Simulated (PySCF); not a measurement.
**Highest orbital energy against ionisation energy along the third row**

Calculated with PySCF 2.14, no spin-orbit coupling. Each cell gives −ε(HOMO) / ΔSCF in eV; NIST values include spin-orbit coupling, (s) semi-empirical, (t) theoretical.

```tsv
species	UHF	LDA	PBE	PBE0	r2SCAN	NIST (lowest levels)
Mg (x2c-QZVPPall, spin-free X2C)	6.896 / 6.615	4.780 / 7.733	4.703 / 7.622	5.432 / 7.551	4.816 / 7.381	7.646
Al (x2c-QZVPPall, spin-free X2C)	5.935 / 5.600	3.001 / 6.026	3.080 / 6.068	3.897 / 6.088	3.332 / 6.163	5.986
Si (x2c-QZVPPall, spin-free X2C)	8.188 / 7.626	4.556 / 8.222	4.586 / 8.185	5.613 / 8.207	4.896 / 8.308	8.152
P (x2c-QZVPPall, spin-free X2C)	10.654 / 9.893	6.274 / 10.563	6.267 / 10.473	7.512 / 10.514	6.682 / 10.624	10.487
S (x2c-QZVPPall, spin-free X2C)	10.306 / 9.219	6.139 / 10.550	6.126 / 10.409	7.395 / 10.385	6.404 / 10.372	10.360
Cl (x2c-QZVPPall, spin-free X2C)	13.064 / 11.746	8.179 / 13.183	8.101 / 12.949	9.576 / 12.934	8.445 / 12.995	12.968
Ar (x2c-QZVPPall, spin-free X2C)	16.062 / 14.530	10.375 / 15.970	10.255 / 15.681	11.953 / 15.692	10.702 / 15.742	15.760
```

Q: How far is −ε(HOMO) from ΔSCF on average for each method, and why?

A: UHF 0.84 eV; LDA -4.13 eV; PBE -4.04 eV; PBE0 -2.86 eV; r2SCAN -3.76 eV. Hartree-Fock orbital energies lack relaxation and so exceed the ΔSCF value; semilocal functionals have convex E(N) from self-interaction, so their HOMO lies far too high; exact exchange moves hybrids part of the way back.
